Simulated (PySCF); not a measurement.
Working out the ionisation energy of Cl

Cl [Ne] 3s2 3p5 (2P) → Cl⁺ [Ne] 3s2 3p4 (3P). All numbers are calculated (PySCF 2.14, the spin-free X2C one-electron Hamiltonian (Gaussian nucleus), in aug-cc-pCVTZ-DK with one added diffuse shell each of s, p, d, f type (9s8p6d4f, 91 functions)). Frozen: [Ne]. Energies in hartree (1 hartree = 27.21139 eV):

| part | Cl (lower) | Cl⁺ (upper) |
| --- | --- | --- |
| UHF | -460.895038 | -460.463189 |
| CCSD correlation | -0.187313 | -0.152014 |
| (T) | -0.006502 | -0.004623 |

Problem. What does Hartree-Fock give?

Solution. (-460.463189) − (-460.895038) = 0.431849 hartree = 11.751 eV.

Problem. What do CCSD and CCSD(T) give?

Solution. The CCSD correlation energies differ by 0.035299 hartree = 0.961 eV and the triples by 0.001879 hartree = 0.051 eV, so CCSD gives 12.712 eV and CCSD(T) 12.763 eV.

Measured between the centres of the two terms (NIST): 12.974 eV, so CCSD(T) (valence) is off by -0.211 eV.

What remains against the reference includes basis incompleteness, the frozen core and higher excitations.
